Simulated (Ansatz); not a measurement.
Abridged output of a molecular run in Ansatz:

```
Functional definition: HF
1418 factors; integrals over basis functions are off by at most 1.0e-3 eV
mean field evaluation 1: about -16474.1027 eV, gradient 4.4e1 eV
mean field evaluation 2: about -16474.4122 eV, gradient 4.4e1 eV
mean field evaluation 4: about -16478.6087 eV, gradient 4.5e0 eV
mean field evaluation 8: about -16478.7049 eV, gradient 5.6e-1 eV
mean field evaluation 16: about -16478.7078 eV, gradient 2.4e-6 eV
mean field -16478.70777714 eV, -605.5813411407 hartree, gradient 2.4e-6 eV, S^2 0.000000; 0 other end points of the search recorded, 0 dependent functions left out
9 core orbitals not correlated: weight in the atoms' cores, before any rotation towards them, 1.000 or more for the frozen orbitals, at most 0.000 for the correlated occupied ones
reference -16478.70777714 eV, -605.5813411407 hartree; 15, 15 occupied and 212, 212 virtual orbitals, 1418 factors
second order -25.83420283 eV of doubles, -0.00000000 eV of singles
cycle   1  -25.91280912 eV  change   -7.9e-2 eV  update   1.2e-1
cycle   2  -26.56132089 eV  change   -6.5e-1 eV  update   3.5e-2
cycle   3  -26.71370625 eV  change   -1.5e-1 eV  update   1.8e-2
cycle   4  -26.69995812 eV  change    1.4e-2 eV  update   4.3e-3
cycle   5  -26.69868713 eV  change    1.3e-3 eV  update   1.9e-3
cycle   6  -26.69919990 eV  change   -5.1e-4 eV  update   5.4e-4
cycle   7  -26.69885634 eV  change    3.4e-4 eV  update   1.8e-4
cycle   8  -26.69876866 eV  change    8.8e-5 eV  update   5.5e-5
cycle   9  -26.69877287 eV  change   -4.2e-6 eV  update   2.0e-5
perturbative correction -1.21024607 eV, -0.0444757228 hartree
Total energy: -16506.61679608 eV, -606.6069786692 hartree
```

Its atoms:

Z-matrix (Å, degrees):
```
C
S 1 1.799
H 1 1.088 2 111.0
H 1 1.091 2 105.4 3 118.5
H 1 1.088 2 111.0 3 -123.1
C 2 1.757 1 103.4 3 61.6
O 6 1.342 2 113.8 1 0.2
N 6 1.262 2 125.5 1 -179.8
H 7 0.968 6 105.3 2 180.0
H 8 1.014 6 112.8 2 0.1
```

**Question.** Which basis set was used?
A. def2-SVP
B. def2-TZVPPD
C. def2-QZVPP
D. def2-TZVPP

**Answer.** D. It gives 236 functions.

**Question.** Write the keys of the input that set method, charge and spin (a neutral closed shell needs none for the last two).

**Answer.** 
```yaml
correlation: {method: ccsd_t}
```
